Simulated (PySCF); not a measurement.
A complex of chlorosilane and water

A gas-phase complex of chlorosilane and water; neutral, singlet. The structure comes from a short search (a few tight-binding starts) and was relaxed by PBE0-D3(BJ)/def2-SVPD; another way of binding may lie lower. No frequency run checks that it is a minimum.

```
part          name    SMILES  atoms  charge  multiplicity
   1  chlorosilane  [SiH3]Cl    1–5       0             1
   2         water         O    6–8       0             1
```

```xyz
8

Si   -0.205   -0.129    0.105
Cl    1.504    0.040   -1.105
H    -1.055    1.065   -0.120
H     0.239   -0.258    1.515
H    -0.893   -1.369   -0.344
O     1.335    2.571    0.953
H     1.824    2.174    0.224
H     1.939    2.556    1.699
```
Atom numbers follow the order of the file, from 1.

```tsv
contact	kind (by geometry)	distance (Å)	angle (°)
H7···Cl2	hydrogen bond	2.534	133
H5–Si1···O6	tetrel bond	3.221	178
```

Interaction energies are complex less parts, with the parts frozen as they stand in it; counterpoise-corrected, in kcal/mol (PySCF). The CCSD(T) estimate is Hartree-Fock/aug-cc-pVTZ, plus the MP2 correlation part extrapolated as X⁻³ from aug-cc-pVDZ and aug-cc-pVTZ, plus CCSD(T) less MP2 in aug-cc-pVDZ; noble-gas cores are frozen. It isn't the exact limit.

Give the interaction energy at each level run.


| level | interaction | superposition error removed |
| --- | --- | --- |
| Hartree-Fock/aug-cc-pVTZ | -0.54 | - |
| MP2/aug-cc-pVTZ | -2.90 | -0.65 |
| CCSD(T), estimated basis limit | -3.03 | - |

What holds them together? Decompose the MP2/aug-cc-pVTZ energy: frozen parts, their antisymmetrised product, then relaxation.

electrostatic -5.4, Pauli repulsion +6.3, orbital relaxation -1.7, correlation -2.9 kcal/mol, which sum to the value before the counterpoise correction, the first three by Hartree-Fock. Of the attraction, 54 % is electrostatic, 29 % is correlation, 17 % is orbital relaxation.

The orbital and correlation terms together hold the superposition error of 0.6 kcal/mol.
